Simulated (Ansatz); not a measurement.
# Li2: energies up the ladder

Aim: energies up the ladder, for Li2, with the cost of each level.

Computed with Ansatz 0.2.0 (the levels named in each step, unless a step's input says otherwise).

8 further runs of the same task are left out: 8 for a known fault of the program.

**1. The structure to begin with**

Bond lengths: Li1–Li2 2.736 Å.

Structure file:

```xyz
2

Li    0.0000    0.0000   -0.2169
Li    0.0000    0.0000    2.5191
```

**2. Single point, wB97M-V/def2-TZVPP**

Contents of input.yaml:

```yaml
crystal:
  periodic: [false, false, false]
  atoms:
    - { symbol: Li, position_ang: [0.0, 0.0, -0.21685603] }
    - { symbol: Li, position_ang: [0.0, 0.0, 2.51912603] }
basis:
  gaussian: { orbitals: def2-TZVPP }
hamiltonian:
  xc: { name: wB97M-V }
```

Started as:

```sh
> ansatz run input.yaml --threads 1 --pin off --max-ram 2560MiB --backend cpu --events-out ev --progress --plain --runs-dir out
```

The runs that follow: Single point, B2PLYP/def2-TZVPP; Single point, LDA/def2-TZVPP; Single point, CCSD(T)/def2-TZVPP; Single point, CCSD(T)/def2-QZVPP.

What does the calculation give? Wanted: energy at CCSD(T)/CBS.

As calculated:

| quantity | value |
| --- | --- |
| energy at CCSD(T)/CBS | -407.507 eV |

In words: These totals serve in differences with atoms or fragments at the same level; alone they don't rank the methods.
